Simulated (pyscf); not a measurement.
H₃Ge–S–SbH₂ + H atom (H•) → HS–GeH₃ + SbH₂• (substitution at S; doublet surface; S–Sb broken, H–S formed). PySCF, gas phase, ωB97X-D3(BJ)/def2-SVP geometries. Rate constants from transition-state theory, ωB97M-D3(BJ)/def2-TZVP energies (ideal gas, 1 atm, RRHO with modes under 100 cm⁻¹ raised to 100, one conformer, R ln 2 for chiral ones without a mode under 150 cm⁻¹; no tunnelling), k in cm³ molecule⁻¹ s⁻¹.

| T (K) | 1000/T | log10 k |
|---|---|---|
| 298 | 3.354 | -12.17 |
| 600 | 1.667 | -11.21 |
| 900 | 1.111 | -10.79 |
| 1200 | 0.833 | ? |

**Question.** Fit an Arrhenius line to the three values, give the activation energy, and predict k at 1200 K.

**Answer.** Least squares gives log10 k = -10.15 − 0.60 × 1000/T, so Ea = 0.60 × ln 10 × 1.987 = 2.7 kcal/mol, against an electronic barrier of 1.3. At 1200 K the line gives -10.65; the computed value is -10.52 (ΔG‡ = 28.2 kcal/mol), a factor 1.3 over the line, since the plot is curved. This is the saddle that the search found; another between the same sides may lie lower. The angle at the attacked S is 166°. Elements up to Kr have no core potential and no relativistic terms here. Elements past Kr carry the def2 core potentials, without spin-orbit coupling.
